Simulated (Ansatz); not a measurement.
Zinc-blende ZnSe, relaxed in Ansatz (plane waves) with several semilocal functionals. Each gives its own volume and its own elastic constant C11:

| level | V0 (Å³/atom) | elastic constant C11 (GPa) | ln V0 | ln C11 |
|---|---|---|---|---|
| LDA | 21.569 | 97.39 | 3.0713 | 4.5787 |
| r²SCAN | 22.730 | 90.20 | 3.1237 | 4.5020 |
| PBE | 23.550 | 79.74 | 3.1591 | 4.3788 |

Question: Fit a straight line to ln C11 against ln V0. What does it predict for PBEsol, whose volume is 22.347 Å³/atom?

Answer: With x = ln V0 and y = ln C11: means 3.11803 and 4.48650; Σ(Δx Δy) = -0.008644, Σ(Δx²) = 0.003903, so the slope is -2.21. At x = 3.1067 the line gives y = 4.48650 + (-2.21) × (3.1067 − 3.11803) = 4.5115, or 91.06 GPa. The run with PBEsol gives 89.07 GPa, -2.2 % from the line. The rows used scatter about it by up to 2.8 %, while the largest value lies 22 % above the smallest.

Measured: 85.9 GPa (measured, temperature not stated, no zero-point or thermal correction; as tabulated in Oses et al. (2018), arXiv:1811.08464).

Ansatz's density-functional and Hartree–Fock values are scalar-relativistic unless marked +SOC, with PAW data made under PBE.

Ansatz is a program for electronic structure.
